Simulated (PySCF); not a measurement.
Cartesian coordinates (Å):
```xyz
2

O      0.4892     0.0000     0.0000
H     -0.4892     0.0000     0.0000
```
Charge 0, spin multiplicity 2.

Q: Estimate the highest occupied spin orbital, total energy and dipole moment that TPSSh-D3(BJ)/def2-TZVP // r2SCAN-D4/def2-SVP in PySCF returns for this input.

A: 
```json
{
  "highest_occupied_spin_orbital": "-8.09 eV",
  "total_energy": "-75.7654 Ha",
  "dipole_moment": "1.75 D"
}
```
